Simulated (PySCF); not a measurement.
Peak assignment

Bonds (- single, = double, # triple, : aromatic): C1=C2 1.326 Å, C2-C3 1.498 Å, C2-C4 1.477 Å, C4-C5 1.459 Å, C5=N6 1.249 Å, N6-C4 1.512 Å. C1 carries H7, H8; C3 carries H9, H10, H11; C4 carries H12; C5 carries H13. Stereochemistry as in C=C(C)[C@H]1C=N1. H8 is cis to C3; H7 is trans to C3.

[PySCF 2.14: J couplings at B3LYP/pcJ-1 (spin–dipole term only in couplings to heteroatoms); σ from GIAO-PBE0/pcSseg-1; GFN2-xTB geometry; non-relativistic Hamiltonian; one conformer; gas phase; fast rotation and ring inversion assumed for equivalent nuclei]

References, each an isolated molecule treated in the same way: TMS for 13C (σ = 186.93 ppm), 1H (σ = 31.72 ppm).

Question: Assign these signals to the numbered atoms. 13C{1H} NMR (computed): δ 181.7, 154.6, 116.5, 34.4, 24.1.

Answer: 
| δ (ppm) | atoms | environment | reason |
| --- | --- | --- | --- |
| 181.7 | C5 | C=N carbon | – |
| 154.6 | C2 | fully substituted alkene carbon | as expected for a trigonal carbon in a double bond |
| 116.5 | C1 | terminal =CH2 carbon | an sp2 carbon of a C=C bond |
| 34.4 | C4 | three-membered-ring carbon | the inductive effect lowers its shielding |
| 24.1 | C3 | allylic methyl carbon | saturated and bonded to C and H only |

Question: Assign these signals to the numbered atoms. 1H NMR (400 MHz, computed): δ 10.79 (dt, J = 1.8, 1.1 Hz, 1H), 5.43 (quint, J = 1.3 Hz, 1H), 5.30 (qd, J = 1.9, 1.1 Hz, 1H), 2.11 (d, J = 1.8 Hz, 1H), 1.30 (t, J = 1.6 Hz, 3H).

Answer: 
```tsv
δ (ppm)	atoms	environment	reason
10.79	H13	hydrogen on a C=N carbon	–
5.43	H7	hydrogen on a terminal =CH2 carbon	attached to an sp2 carbon and in the plane of the double bond
5.30	H8	hydrogen on a terminal =CH2 carbon	–
2.11	H12	hydrogen on a three-membered-ring carbon	its carbon carries N, which withdraws density
1.30	H9/H10/H11	hydrogen on an allylic methyl carbon	–
```

Splittings below 1 Hz are ignored in the labels, and close J values are merged. Unscaled 3J(H,H) at this level run about 10 % above measured values. Shifts are as computed. Against solution values, carbons near 30 ppm lie about +3 ppm off and those near 130 ppm about +5 ppm. Of 1211 compounds with measured shifts, 218 miss one by over three times the rms of a fit or turn the order of signals round; such compounds aren't used in these exercises.
